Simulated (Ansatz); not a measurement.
Species: H2O (charge +1, doublet). 
Geometry from a B3LYP-D3(BJ)/def2-TZVP (Ansatz, a program for electronic structure) optimisation:
```
O
H 1 1.0078
H 1 1.0078 2 110.00
```
Charge +1, spin multiplicity 2.

Basis-set convergence of Hartree-Fock and CCSD(T) correlation energies (hartree) with Ansatz. Correlated levels leave the core frozen unless marked. UHF or UKS for open shells. No spin-orbit coupling. No relativistic terms.

| basis | functions | E(HF) | E(corr, CCSD(T)) |
|---|---|---|---|
| def2-SVPD | 39 | -75.56773 | -0.17695 |
| def2-TZVPPD | 74 | -75.66124 | -0.21853 |
| def2-QZVPPD | 132 | -75.66449 | -0.23386 |

Extrapolating the two largest sets (X = 3 and 4) as X^-3: E(corr) = (64·(-0.23386) - 27·(-0.21853))/37 = -0.2450 Eh, an estimate of the basis-set limit. The largest set recovers 95.4 % of it, the smallest 72.2 %.
